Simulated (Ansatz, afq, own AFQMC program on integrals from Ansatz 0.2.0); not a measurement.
BGeH₄, doublet → BGeH4, quartet

```yaml
atoms:
  - { symbol: Ge, position_ang: [0.0000, 0.0000, 0.2823] }
  - { symbol: B, position_ang: [0.0000, 0.0000, -1.6912] }
  - { symbol: H, position_ang: [0.0000, 1.2553, 1.1670] }
  - { symbol: H, position_ang: [0.0000, -1.2553, 1.1670] }
  - { symbol: H, position_ang: [0.0000, 1.0424, -2.2706] }
  - { symbol: H, position_ang: [0.0000, -1.0424, -2.2706] }
```

Connectivity, by distances: GeH2–BH2.

E(quartet, charge +0) − E(doublet, charge +0) at this geometry, on UHF and UHF determinants.

Basis 6-31G. Only valence electrons are correlated. Ansatz 0.2.0 and our own AFQMC program on the same integrals; the CISD trial comes from CCSD amplitudes, and released means the phaseless constraint is let go. ± is one standard error of the sampling. No spin–orbit coupling. The errors of all members are added in quadrature.

No full CI on the walks' own integrals is used here. The released AFQMC energy serves as the reference, which it does only where one determinant dominates, the energy is flat over the last release times and near the phaseless one (40 meV or 2 meV an electron, half that with transition metals). On small molecules, where full CI could be run and the noise was under 10 meV, such values lay within 10 meV of it in 19 cases of 20, a flattering rate, since the rule was set on those same cases; what remains of the bias isn't in the error bar. Each member takes its own surest rung, up to full CI.

Errors are counted within 6-31G, not against nature.

Cautions: inner d shell frozen; no relativity below Rb; no spin-orbit coupling; BGeH₄ (doublet): the released value is read at 2.40 1/Eh (meV from the phaseless value at times in 1/Eh: -3.3 ± 1.6 at 0.24, -3.6 ± 1.3 at 0.51, -6.3 ± 1.1 at 0.99, -5.8 ± 1.1 at 1.62, -7.8 ± 1.2 at 2.40); BGeH₄ (quartet): another spin lies lower, the released value is read at 2.40 1/Eh (meV from the phaseless value at times in 1/Eh: -2.2 ± 1.5 at 0.24, -4.3 ± 1.4 at 0.51, -6.5 ± 0.9 at 0.99, -9.3 ± 1.3 at 1.62, -9.1 ± 1.2 at 2.40); the upper state may be diffuse, so the gap hangs on the basis.

```
level  vertical spin gap (kcal/mol)
  MP2                         124.9
   HF                         119.4
```

Question: From these cheaper values, estimate the vertical spin gap at the reference level in 6-31G.

Answer: 123.1 ± 0.04 kcal/mol (AFQMC with the constraint released in 6-31G).

```json
{"level": "CCSD", "vertical spin gap (kcal/mol)": "122.8", "error against released AFQMC (kcal/mol)": "-0.3 ± 0.04"}
{"level": "CCSD(T)", "vertical spin gap (kcal/mol)": "123.1", "error against released AFQMC (kcal/mol)": "0.0 ± 0.04"}
{"level": "ph-AFQMC/HF", "vertical spin gap (kcal/mol)": "124.0 ± 0.6", "error against released AFQMC (kcal/mol)": "0.9 ± 0.6"}
{"level": "ph-AFQMC/CISD", "vertical spin gap (kcal/mol)": "123.1 ± 0.06", "error against released AFQMC (kcal/mol)": "0.0 ± 0.08"}
```

Correlation beyond CCSD(T) changes it by less than twice the noise. The perturbative (T) step is worth +0.3 kcal/mol.

A walk keeps the symmetry of its determinant, which the program's search chose and which needn't be the lowest solution, so a lower state of the same spin and another symmetry isn't excluded. Released energies are given only where the last usable release times agree within the noise; a slower fall can still hide under it.
